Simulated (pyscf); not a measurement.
Optimised with ωB97X-D3(BJ)/def2-SVP in PySCF.

For the elementary gas-phase step HO–Cd–OH + H₂S → HO–Cd–SH + H₂O (singlet surface; Cd–O, H–S broken, Cd–S, H–O formed), what barrier and reaction energy does ωB97M-D3(BJ)/def2-TZVP give, measured from the separated reactants?

ΔE‡ = -4.0 kcal/mol, ΔE = -21.0 kcal/mol. Zero-point energy shifts the barrier by +0.6 kcal/mol. It is a four-centre exchange, with an imaginary mode of 495i cm⁻¹. On the reactant side the descent ends in an adduct with a Cd–S contact, 11.0 kcal/mol under the separated species and 4.0 kcal/mol under the saddle at ωB97X-D3(BJ)/def2-TZVP. On the product side the descent ends in a bound adduct, 10.6 kcal/mol under the separated species and 26.8 kcal/mol under the saddle at ωB97X-D3(BJ)/def2-TZVP. At ωB97M-D3(BJ) the saddle lies under the separated reactants, which points to a path from their complex (located at ωB97X-D3(BJ) alone). What is counted as formed (Cd–S) is already present as a longer contact in the reactant adduct; forming that adduct is a step of its own. At ωB97X-D3(BJ)/def2-TZVP the barrier from the zero used here is -7.0 kcal/mol. This is the saddle that the search found; another between the same sides may lie lower. Elements past Kr carry the def2 core potentials, without spin-orbit coupling.
